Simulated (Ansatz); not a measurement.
## CF, quartet along the distance C1-F2

Starting geometry (PBE0/def2-TZVP stationary point for this spin):

```xyz
2

C     0.0000    0.0000    0.0000
F     0.0000    0.0000    1.3159
```

From there F2 moves along the line of the two atoms named below, all else staying in place; atoms are numbered as listed. Energies are in kcal/mol, counted from the starting geometry at the same level. Kohn–Sham curves are unrestricted where that lies lower.

Basis 6-31G; Ansatz 0.2.0. Correlated methods freeze the noble-gas cores. R marks a restricted (for open shells ROHF) determinant.

Coupled cluster chose its determinant by trial CCSD, here up to 0.04 eV above the lowest Hartree–Fock solution of its kind. A value is left out where its run failed or describes another state than the reference as far as symmetry and spin tell, or, spin-broken singlets apart, can't be checked. The reference follows the lowest state, whose symmetry changes from Σ⁻ or Δ to Π between 2.133 and 2.464.

Full CI is exact within this basis and frozen core; it isn't the basis-set limit.

```tsv
distance C1-F2 (Å)	full CI	curve A	curve B	curve C	curve D
1.079	81.4	81.4	74.9	75.6	73.1
1.181	27.8	27.8	24.8	24.9	23.2
1.316	0.0	0.0	0.0	0.0	0.0
1.446	-3.4	-3.4	-1.8	-1.5	1.2
1.625	6.9	6.9	8.8	10.9	18.4
1.859	23.3	23.3	23.0	26.9	22.3
2.133	31.6	31.6	–	–	–
2.464	31.1	31.1	31.1	30.6	9.4
2.824	30.5	30.5	32.0	30.8	8.4
3.500	31.2	31.2	33.6	32.0	8.7
4.396	31.6	31.6	34.2	32.4	9.0
```

Task: The curves come from B2PLYP, B97M-V, RCCSDTQ, RHF. Compare each with full CI and say which is which.

Result: A: RCCSDTQ, B: B97M-V, C: B2PLYP, D: RHF. Spread of the error against full CI, over the points where both stand: A 0.0, B 9.0, C 9.9, D 34.2 kcal/mol.  The program flagged some runs of RCCSDTQ as in doubt.

In so small a basis the reference is far from its limit while semilocal and hybrid functionals are nearer theirs (RPA and double hybrids share much of the reference's basis error), so the functionals' errors here hold much of the reference's basis and frozen-core error, which can add to them or hide them.
